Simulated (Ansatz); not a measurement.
Compare A (`CC1=C(O)N1`) with its isomer B (`C=C1NCO1`).

Calculated with Ansatz (gas phase, PBE0-D4/def2-TZVP geometries, no zero-point term in ΔE). CCSD(T)/CBS adds triple-zeta CCSD(T) − MP2 to the extrapolated MP2 energy (def2 sets, frozen cores). Functionals use def2-TZVPP. Each species was taken in one conformer, which may not be the lowest.

(1) Which isomer does CCSD(T)/CBS put lower? Give the gap. (Best estimate.)

(2) Give E(B) − E(A) in kJ/mol with LDA (SPW92), B2PLYP, r2SCAN-D4, PBE-D4, BLYP-D4, CCSD(T)/def2-TZVPP, CCSD/def2-TZVPP. (Estimate.)

(3) Does the order hold for the free energy at 298.15 K (harmonic terms from PBE0-D4)? (Best estimate.)

Largest T1 diagnostic: 0.012.

Results:

(1) Computed: B, by 152.3 kJ/mol.

(2) Computed: LDA (SPW92) -157.2, B2PLYP -153.7, r2SCAN-D4 -155.9, PBE-D4 -145.7, BLYP-D4 -146.1, CCSD(T)/def2-TZVPP -156.8, CCSD/def2-TZVPP -161.8. None reverses the order clearly.

(3) Computed: Yes: G(B) − G(A) = -140.6 kJ/mol, for one conformer each.

In def2-TZVPP, CCSD(T) changes the Hartree–Fock value by +27.5 kJ/mol (the triples alone add +5.0 kJ/mol) and MP2 by +35.7 kJ/mol. From BLYP to BHLYP (50 % exact exchange), in def2-TZVPP and without D4, E(B) − E(A) moves by −26.0 kJ/mol.
